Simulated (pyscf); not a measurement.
Single points on ωB97X-D3(BJ)/def2-SVP structures (PySCF, gas phase).

Q: •HN–NH₂ (SMILES [NH]N) + SiH₄ (SMILES [SiH4]) -> H₂N–NH₂ (SMILES NN) + SiH₃• (SMILES [SiH3])
Surface: doublet. Broken: H–Si. Formed: H–N. Give ΔE‡ and ΔE from M06-2X/def2-TZVP, relative to the separated reactants.

A: ΔE‡ = 0.75 eV, ΔE = +0.24 eV. ωB97M-D3(BJ)/def2-TZVP gives 0.83 eV and +0.40 eV. Zero-point energy shifts the barrier by -0.02 eV. It is a hydrogen abstraction, with an imaginary mode of 1731i cm⁻¹. This is the saddle that the search found; another between the same sides may lie lower. The angle at the transferred H is 160°.
